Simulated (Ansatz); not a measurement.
The same path of B₂H₄S (7 atoms, charge 0, multiplicity 1) was run twice with different band settings. The coordinate that changes most is the dihedral H5–B1–S2–B3.

The calculation used Ansatz 0.2.0, RKS CAM-B3LYP-D4/def2-SVP.

Relaxed end points:

```xyz
7
Properties=species:S:1:pos:R:3
B -1.307 -0.108 -0.526
S -0.424 0.528 0.907
B 1.297 0.123 0.571
H -0.712 -0.658 -1.412
H -2.498 0.044 -0.544
H 2.105 0.450 1.398
H 1.602 -0.448 -0.439
```

```xyz
7
Properties=species:S:1:pos:R:3
B -1.308 -0.122 -0.520
S -0.428 0.513 0.915
B 1.297 0.136 0.566
H -2.502 0.007 -0.530
H -0.708 -0.650 -1.416
H 2.106 0.469 1.390
H 1.603 -0.421 -0.452
```

Common settings: movable images 7; climbing image yes; spring 5.0 eV/Å²; optimiser quadratic models (default); start path IDPP; iteration limit 60; end points relaxed.

| run | force threshold |
| --- | --- |
| 1 | 0.03 eV/Å |
| 2 | 0.5 eV/Å |

Problem. What does each run give, and how far can it be trusted?

Solution. Run 1: converged after 26 iterations, highest image 0.361 eV above the first end. The profile has 2 maxima (images 3, 5) with wells between them (image 4): this band takes more than one step, which may be the mechanism or a detour left from its start path. A vibrational analysis at the climbing image gives one clearly imaginary mode, 223i cm⁻¹: a first-order saddle point.
Run 2: converged after 3 iterations, highest image 0.394 eV above the first end. The threshold of 0.5 eV/Å is loose, so the images may lie well off the minimum-energy path. The order of the stationary point at the top wasn't checked.
